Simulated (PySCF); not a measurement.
## Broadened absorption spectrum of C2H3P

Species: C2H3P.
SMILES: `CC#P`

Computed, not measured: PySCF 2.14.0, density-fitted response routines, TDDFT CAM-B3LYP/def2-SVPD, vertical, gas phase, core orbitals frozen in the response. Geometry: PBE0-D3(BJ)/def2-SVP; no solvent, vibrations or thermal averaging.

Computed states:

```
state  E (eV)       f
   S1    4.30  0.0000
   S2    4.66  0.0003
   S3    4.66  0.0003
   S4    6.96   0.023
   S5    6.96   0.023
```

Each state is given a Gaussian of 0.3 eV full width at half maximum, with ε(max) = 2.175×10⁸ f / Δν̃ (Δν̃ the width in cm⁻¹). The width is an assumption, not a result. The curve ends short of the highest state used, and states not computed would add to its high-energy end.

Task: What does the envelope look like, and where are its maxima?

Result: 
| λ (nm) | ε (L mol⁻¹ cm⁻¹) |
| --- | --- |
| 195.0 | 0 |
| 200.5 | 0 |
| 206.0 | 0 |
| 211.5 | 0 |
| 217.1 | 0 |
| 222.6 | 0 |
| 228.1 | 0 |
| 233.6 | 0 |
| 239.1 | 0 |
| 244.7 | 0 |
| 250.2 | 4 |
| 255.7 | 18 |
| 261.2 | 42 |
| 266.8 | 54 |
| 272.3 | 38 |
| 277.8 | 17 |
| 283.3 | 5 |
| 288.8 | 1 |
| 294.4 | 0 |
| 299.9 | 0 |
| 305.4 | 0 |
| 310.9 | 0 |
| 316.5 | 0 |
| 322.0 | 0 |

Maxima: 266 nm (4.66 eV), ε about 54, made up of S2 (50%) and S3 (50%) (ε in L mol⁻¹ cm⁻¹; maxima over ε = 5, shares over 10%). At its high-energy end, 6.36 eV, the curve is still rising (ε about 0.064, from S4 and S5).

Task: On this curve, what absorbance would a 10⁻⁴ mol/L sample give at 280 nm over a 1 cm path?

Result: 280 nm is 4.428 eV, where ε is about 11 L mol⁻¹ cm⁻¹, so A = ε c l ≈ 0.0011 (Beer–Lambert, with the gas-phase spectrum and the assumed width).

Task: What would ε be at 4.66 eV, the highest of these maxima, with half the width (0.15 eV)?

Result: About 108 L mol⁻¹ cm⁻¹ against 53.9, a factor of about 2.00; a lone state at its own centre would give exactly 2.

Time: 2.8 s; peak memory 0.40 GiB. Hardware: an Arm Neoverse V2 with one thread, shared host with 96 logical CPUs at a one-minute load of 54.
